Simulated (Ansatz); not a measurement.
B3H3⁻, 6 atoms. Hardware: 4 threads of Arm Neoverse V1 on a shared host.

Correlated methods freeze 3 core orbitals.

How many basis functions does each of these Ansatz runs have, and roughly what does it cost? r2SCAN-D4/def2-TZVPD, charge -1 doublet, relaxation, 5 steps; r2SCAN-D4/def2-TZVPD, charge -1 quartet, relaxation, 11 steps; CCSD(T)/def2-TZVPPD, charge -1 doublet, energy, from earlier orbitals; PBE with 5 % exact exchange/def2-TZVPD, charge -1 quartet, energy, from earlier orbitals; PBE0-D4/def2-SVP, charge -1 doublet, energy with a search over starts; PBE-D4/def2-SVPD, charge -1 doublet, energy, from earlier orbitals; PBE with 50 % exact exchange/def2-TZVPD, charge -1 quartet, energy, from earlier orbitals; r2SCAN-D4/def2-TZVPD, charge 0 triplet at the geometry of the charge -1 doublet, energy, from earlier orbitals; r2SCANh-D4/def2-TZVPD, charge -1 doublet, energy, from earlier orbitals; PBE-D4/def2-TZVPD, charge -1 doublet, energy and forces, from earlier orbitals; CCSD(T)/def2-TZVPPD, charge -1 quartet, energy, from earlier orbitals; LDA (SPW92)/def2-TZVPD, charge -1 quartet, energy, from earlier orbitals.

Other jobs shared the machine, so times can vary by a factor of up to 3. A dash marks memory too small to be measured apart from the calling script's.

```json
{"run": "LDA (SPW92)/def2-TZVPD, charge -1 quartet, energy, from earlier orbitals", "functions": "138", "fitting or Cholesky vectors": "648", "wall time": "0.65 s", "peak host memory (GiB)": "–"}
{"run": "PBE-D4/def2-SVPD, charge -1 doublet, energy, from earlier orbitals", "functions": "84", "fitting or Cholesky vectors": "669", "wall time": "0.76 s", "peak host memory (GiB)": "–"}
{"run": "PBE0-D4/def2-SVP, charge -1 doublet, energy with a search over starts", "functions": "57", "fitting or Cholesky vectors": "636", "wall time": "0.8 s", "peak host memory (GiB)": "–"}
{"run": "PBE with 50 % exact exchange/def2-TZVPD, charge -1 quartet, energy, from earlier orbitals", "functions": "138", "fitting or Cholesky vectors": "774", "wall time": "1.4 s", "peak host memory (GiB)": "–"}
{"run": "PBE with 5 % exact exchange/def2-TZVPD, charge -1 quartet, energy, from earlier orbitals", "functions": "138", "fitting or Cholesky vectors": "648", "wall time": "1.4 s", "peak host memory (GiB)": "–"}
{"run": "PBE-D4/def2-TZVPD, charge -1 doublet, energy and forces, from earlier orbitals", "functions": "138", "fitting or Cholesky vectors": "648", "wall time": "1.5 s", "peak host memory (GiB)": "–"}
{"run": "r2SCANh-D4/def2-TZVPD, charge -1 doublet, energy, from earlier orbitals", "functions": "138", "fitting or Cholesky vectors": "648", "wall time": "2.7 s", "peak host memory (GiB)": "–"}
{"run": "r2SCAN-D4/def2-TZVPD, charge 0 triplet at the geometry of the charge -1 doublet, energy, from earlier orbitals", "functions": "138", "fitting or Cholesky vectors": "648", "wall time": "5.5 s", "peak host memory (GiB)": "–"}
{"run": "r2SCAN-D4/def2-TZVPD, charge -1 doublet, relaxation, 5 steps", "functions": "138", "fitting or Cholesky vectors": "648", "wall time": "7.5 s", "peak host memory (GiB)": "–"}
{"run": "r2SCAN-D4/def2-TZVPD, charge -1 quartet, relaxation, 11 steps", "functions": "138", "fitting or Cholesky vectors": "648", "wall time": "28 s", "peak host memory (GiB)": "–"}
{"run": "CCSD(T)/def2-TZVPPD, charge -1 doublet, energy, from earlier orbitals", "functions": "162", "fitting or Cholesky vectors": "935", "wall time": "31 s", "peak host memory (GiB)": "2.9"}
{"run": "CCSD(T)/def2-TZVPPD, charge -1 quartet, energy, from earlier orbitals", "functions": "162", "fitting or Cholesky vectors": "941", "wall time": "33 s", "peak host memory (GiB)": "2.9"}
```
